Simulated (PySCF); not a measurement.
The calculation used core-valence-separated Tamm–Dancoff BHandHLYP/aug-pcX-1 (pcseg-1 on H) in PySCF, non-relativistic, gas phase, PBE0-D3(BJ)/def2-SVP geometry. BHandHLYP without relativity tends to put these K edges a few eV too low, so spacings mean more than positions.

Main lines of an unknown, eV (oscillator strength): C K: 283.5 (0.245), 283.8 (0.153), 286.3 (0.039), 287.3 (0.097). Listed: the first five lines at most of each edge with a tenth or more of its strongest line's intensity; roots within 0.03 eV on the same or equivalent atoms are summed. Only the lowest roots were sought, and the top ones are left out.

Question: Which candidate gives them?
A. `C1=CC2C=CC12`
B. `C#C[C@H]1C=CC1`
C. `CC#CC#CC`
D. `CCC#CC#C`

Answer: C. 

- `CC#CC#CC`: C K: 283.5 (0.245), 283.8 (0.153), 286.3 (0.039), 287.3 (0.097). First C line listed at 283.5 eV, hole on the alkyne carbon.
- `C#CC#CCC`: C K: 283.2 (0.058), 283.2 (0.059), 283.4 (0.121), 283.7 (0.081), 283.7 (0.066). First C line listed at 283.2 eV, hole on the terminal alkyne carbon (1s→π*).
- `C1=CC2C=CC12`: C K: 282.7 (0.235), 286.0 (0.046), 286.2 (0.033), 286.5 (0.046), 286.7 (0.041). First C line listed at 282.7 eV, hole on the alkene CH carbon.
- `C#C[C@H]1C=CC1`: C K: 282.8 (0.058), 282.8 (0.065), 283.6 (0.067), 283.7 (0.048), 283.7 (0.099). First C line listed at 282.8 eV, hole on the alkene CH carbon (1s→π*).

One conformer each; other structures than these candidates weren't tested.
